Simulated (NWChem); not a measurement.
**Ionisation of Be (+1)**

```
Be
```
Charge +1, spin multiplicity 2.

The numbers come from NWChem runs, not from measurements.

Basis set: def2-TZVP. −ε marks an orbital energy of the parent.

B3LYP has NWChem's definition, with VWN1-RPA local correlation. No SCF solution was tested for a lower state.

Q: One of these methods gave a first vertical ionisation energy of 14.29 eV. Which?
(A) −ε(alpha HOMO) of LDA (SVWN5)
(B) −ε(alpha HOMO) of B3LYP
(C) −ε(alpha HOMO) of PBE0
(D) −ε(alpha HOMO) of PBE

A: A, −ε(alpha HOMO) of LDA (SVWN5). The others give 15.24 (−ε(alpha HOMO) of B3LYP), 15.47 (−ε(alpha HOMO) of PBE0), 14.46 (−ε(alpha HOMO) of PBE).
